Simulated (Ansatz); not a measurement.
Reaction: C2H3Cl (SMILES C=CCl) → C2H2Cl (SMILES C(=[CH])Cl, doublet) + H (doublet) (the C-H bond breaks)
Each species at its own B3LYP-D3(BJ)/def2-TZVP minimum (Ansatz, a program for electronic structure).

Property: bond dissociation energy (electronic), in kcal/mol. UHF or UKS for unpaired electrons; spin-orbit terms are left out. CBS(X,Y): correlation extrapolated as X^-3, Hartree-Fock from the larger set (Q,5: extrapolated as (X+1)exp(-9√X)). A bracket is a step between two methods taken in the basis named. The functionals are non-relativistic, so their misses hold any scalar relativity. 'core' is core correlation in cc-pwCVTZ (1s frozen past Ne), 'X2C' scalar relativity in cc-pVTZ-DK, both at CCSD(T). For partners of very few electrons the exact lower level stands in for a higher one. The UHF reference of C2H2Cl ([CH]=CCl, doublet) is spin-contaminated (<S^2> up to 0.20 over the pure value in the sets run).

CCSD(T)/CBS(cc-pV(Q+d)Z,cc-pV(5+d)Z) + [CCSDT(Q) - CCSD(T)]/cc-pV(D+d)Z + core + X2C (Ansatz) gives 119.5 kcal/mol.

What does PBE/def2-TZVPD (Ansatz) give here, and how do the other levels compare?

PBE gives 114.6 kcal/mol, 4.9 kcal/mol below it. Differences of the others: PBE0/def2-TZVPD (Ansatz) -4.1; wB97M-V/def2-TZVPD (Ansatz) -0.3; CCSD(T)/CBS(cc-pV(Q+d)Z,cc-pV(5+d)Z) + core + X2C (Ansatz) 0.4 kcal/mol.
